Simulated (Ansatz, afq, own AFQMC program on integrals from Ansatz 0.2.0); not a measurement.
Two steps: Ansatz 0.2.0 writes the Fock matrix and Cholesky factors of the valence space, and afq projects on them the lowest state that overlaps trial and start.

```yaml
crystal:
  periodic: [false, false, false]
  atoms:
    - {symbol: Si, position_ang: [0.000000, 0.000000, 0.000000]}
    - {symbol: P, position_ang: [0.000000, 0.000000, 2.343000]}
basis:
  gaussian: {orbitals: 6-31G}
magnetization: {spin_polarized: true, initial_magnetization: 3}
correlation: {method: ccsd_t, electrons: outside_noble_gas, hamiltonian_folder: ham}
```

```sh
$ ansatz run in.yaml --threads 1 --pin off --events-out ev --progress --plain --max-ram 16896MiB --backend cuda --devices 0, --max-vram 18GiB
```

afq runs on the folder ham with

```
--method phaseless --trial cisd --walkers 4000 --populations 20 --least-time 60 --time-step 0.005 --steps-per-block 50 --equilibration-blocks 28 --max-blocks 4000 --target-error 0.00018 --factor-cut 1e-05 --start spin_pure --seed 7559 --release-times 0.24,0.51,0.99,1.62,2.4 --release-step 0.03 --release-every 3 --taylor-order 6
```

Times are imaginary, in 1/Eh. The walk had a cap of 122 s. With eight or more populations the least sampling time is a fifth of least-time, and the error comes from their spread.

Log:

```
orbitals 16  electrons 6 3  factors 88 of 280
reference energy -629.50445075 Eh
CCSD correlation -0.06834793 Eh in 12 cycles, weight of the determinant in the CISD state 0.9194
energy of the start -629.572679 Eh
 block  time / (1/Eh)  mean weight  energy / Eh
     1     0.250  0.9999  -629.572384
     2     0.500  1.0000  -629.572441
     3     0.750  0.9999  -629.572624
     4     1.000  1.0001  -629.572892
     5     1.250  1.0000  -629.573232
     8     2.000  1.0001  -629.573730
    11     2.750  1.0000  -629.574179
    14     3.500  1.0000  -629.574228
    17     4.250  1.0001  -629.574241
    20     5.000  1.0000  -629.574377
    23     5.750  1.0001  -629.574648
    26     6.500  0.9997  -629.574638
    29     7.250  0.9999  -629.574778
    32     8.000  1.0000  -629.574632
    35     8.750  1.0001  -629.574767
    38     9.500  1.0001  -629.574705
    41    10.250  0.9999  -629.575040
    44    11.000  1.0001  -629.574569
    47    11.750  0.9999  -629.574635
    50    12.500  0.9998  -629.574802
    53    13.250  1.0001  -629.574971
    56    14.000  0.9999  -629.574891
    59    14.750  1.0000  -629.574669
    62    15.500  1.0001  -629.574582
    65    16.250  1.0000  -629.576096
    68    17.000  0.9998  -629.574522
    71    17.750  1.0001  -629.574464
    74    18.500  0.9999  -629.574765
    77    19.250  1.0000  -629.574868
    78    19.500  0.9998  -629.574503
error from the spread of 20 populations
released: time / (1/Eh)  energy / Eh  error  mean overlap
  0.24  -629.574777  0.000074  1.0000
  0.51  -629.574767  0.000054  0.9981
  0.99  -629.574746  0.000038  0.9974
  1.62  -629.574827  0.000033  0.9990
  2.40  -629.574869  0.000035  0.9960
energy -629.574748 +/- 0.000085 Eh
(rows thinned)
```

The run passed its tests (sampling time, drift between the halves within three errors, error under three times the target), which doesn't prove that it has relaxed.

Against this walk (error 2.3 meV) on the same determinant: CCSD(T) 14.1 meV higher, CCSDT(Q) 4.6 meV lower, CCSDTQ 5.2 meV lower, full CI (a separate run on its own orbitals, whose frozen core shifts it by up to a few meV) 5.3 meV lower. The error is statistical and leaves out the bias of the constraint. Released to 2.40 1/Eh the energy moves by -3.3 ± 2.5 meV (both errors), within twice the noise.

Cautions: constraint bias not in the error; lower spins were not checked; a state of other symmetry lies lower (by 318 meV); full CI with its own frozen core.

The walk took 22 s on 1 × NVIDIA H100 80GB HBM3 with 2 threads of AMD EPYC 7R13 Processor (Zen 3) (shared host) (the card was shared). The log's last line is the phaseless energy.

CCSDT and higher add their correlation energy to the determinant of the CCSD(T) run, since their own runs factorise the integrals more tightly (a shift of under 2 meV). A walk keeps the symmetry of its determinant, which the program's search chose and which needn't be the lowest solution, so a lower state of the same spin and another symmetry isn't excluded.
